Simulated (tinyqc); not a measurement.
Inside a calculation. Method: extended Hueckel theory, for HCl+. The parameters take no account of the charge, which enters only through the electron count. One step of it, computed by the program tinyqc.

Task: Mulliken analysis. P = C n C^T; charge = valence electrons (Cl 7, H 1) minus the sum of (P S)_ii on the atom; overlap population = 2 sum P_ij S_ij between two atoms.

coefficients:
```
,MO1,MO2,MO3,MO4,MO5
1Cl 3s,0.941946,-0.235805,0.000000,0.000000,-0.403473
1Cl 3px,0.000000,0.000000,0.576946,0.816783,0.000000
1Cl 3py,0.000000,0.000000,0.816783,-0.576946,0.000000
1Cl 3pz,-0.013588,0.719524,0.000000,0.000000,-0.857160
2H 1s,0.165671,0.452945,0.000000,0.000000,1.060977
```

occupations: 2.000000  2.000000  1.500000  1.500000  0.000000

overlap S:
```
,1Cl 3s,1Cl 3px,1Cl 3py,1Cl 3pz,2H 1s
1Cl 3s,1.000000,0.000000,0.000000,0.000000,0.278904
1Cl 3px,0.000000,1.000000,0.000000,0.000000,0.000000
1Cl 3py,0.000000,0.000000,1.000000,0.000000,0.000000
1Cl 3pz,0.000000,0.000000,0.000000,1.000000,0.431262
2H 1s,0.278904,0.000000,0.000000,0.431262,1.000000
```

Give: charges; Overlap populations.

Result:

charges: 1Cl 0.7718, 2H 0.2282

Overlap populations:
```
pair,value
2-1,0.613258
```
